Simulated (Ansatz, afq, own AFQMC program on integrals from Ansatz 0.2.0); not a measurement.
ZrS, triplet → ZrS⁺, doublet

```xyz
2

Zr    0.0000    0.0000    0.0000
S     0.0000    0.0000    2.1829
```

E(doublet, charge +1) − E(triplet, charge +0) at this geometry, on ROHF and ROHF determinants.

Basis def2-SVP with its core potentials. Noble-gas cores (and the filled d shells of Ga–Kr and In–Xe) are frozen. Integrals, coupled cluster, full CI and functionals: Ansatz 0.2.0; the random walks run on the same integrals in our own AFQMC program. ph-AFQMC/CISD is guided by a CISD state made of CCSD amplitudes; releasing the constraint for a short imaginary time cuts its bias at the price of noise, slowly where states lie close. Error bars are statistical, one sigma. No spin–orbit coupling. The metal's outer-core s and p shells are frozen, which shifts wave-function levels against functionals. The errors of all members are added in quadrature.

No full CI on the walks' own integrals is used here; CCSDT(Q) serves as the reference and is uncertain by about the last step of the cluster series. Each member takes its own surest rung, up to full CI.

Errors are counted within def2-SVP, not against nature.

Cautions: no spin-orbit coupling; outer-core shells of the metal frozen; ZrS (triplet): another spin lies lower, a spin-contaminated unrestricted determinant lies lower (UHF 127 meV lower, ⟨S²⟩ 2.05), raised T1 diagnostic (T1 0.043, weight of the determinant 0.86, largest double 0.07), (T) is large, 7 % of the CCSD correlation, CCSDT(Q) on the UHF determinant differs (91 meV lower), by its state or its frozen core; ZrS⁺ (doublet): a spin-contaminated unrestricted determinant lies lower (UHF 121 meV lower, ⟨S²⟩ 0.92), raised T1 diagnostic (T1 0.045, weight of the determinant 0.86, largest double 0.06), (T) is large, 8 % of the CCSD correlation, the released energies have errors that jump between times, so the bars are unsure, so no released level is given (meV from the phaseless value at times in 1/Eh: -4 ± 16 at 0.60, -97 ± 64 at 1.20, -45 ± 5 at 2.00, -40 ± 7 at 3.00, -54 ± 9 at 4.20), the ph-AFQMC/CISD walk drifts between its halves (2.2 errors), CCSDT(Q) on the UHF determinant differs (95 meV lower), by its state or its frozen core, its ph-AFQMC/CISD value lies 22 ± 4 meV above CCSDT(Q).

| level | vertical ionization energy (kJ/mol) |
| --- | --- |
| CCSD | 628.0 |
| HF | 628.3 |

Task: From these cheaper values, estimate the vertical ionization energy at the reference level in def2-SVP.

Result: 622.5 kJ/mol (CCSDT(Q) in def2-SVP).

```tsv
level	vertical ionization energy (kJ/mol)	error against CCSDT(Q) (kJ/mol)
MP2	611.7	-10.8
CCSD(T)	621.4	-1.1
CCSDT	621.9	-0.6
ph-AFQMC/HF	627.2 ± 3.3	4.6 ± 3.3
ph-AFQMC/CISD	623.7 ± 0.6	1.2 ± 0.6
```

Correlation beyond CCSD(T) adds 1.1 kJ/mol. The perturbative (T) step is worth −6.6 kJ/mol.

A walk keeps the symmetry of its determinant, which the program's search chose and which needn't be the lowest solution, so a lower state of the same spin and another symmetry isn't excluded.
